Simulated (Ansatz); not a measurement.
Results of r²SCAN in Ansatz (PAW) for rhombohedral A7 Bi.

Run with plane-wave cutoff 500 eV, 20×20×20 k mesh, Fermi–Dirac smearing 0.1 eV, scalar-relativistic PAW data made under PBE.

Computed at the level's own relaxed cell.

Problem. Estimate the volume per atom, lattice parameter a and c axis length that the calculation returns.

Solution. 
- volume per atom = 36.81 Å³/atom
- lattice parameter a = 4.530 Å
- c axis length = 12.426 Å

Measured, for comparison: lattice constant a 4.533 Å, lattice parameter c 11.796 Å (low temperature, zero-point motion not removed, hexagonal setting; as tabulated in Arnaud et al. (2016), arXiv:1602.08959). Computed (rounded) less measured: lattice constant a -0.1 %, lattice parameter c +5.3 %.

Note: the cell comes from a level without a dispersion term, which matters for the spacing of layers, chains or molecules.

Spin–orbit coupling is not included; it can shift volumes and moduli of such heavy elements.

Static lattice: no zero-point or thermal effects.

The result took around 14 core-minutes (rough).

Ansatz is a quantum-chemistry and plane-wave program.
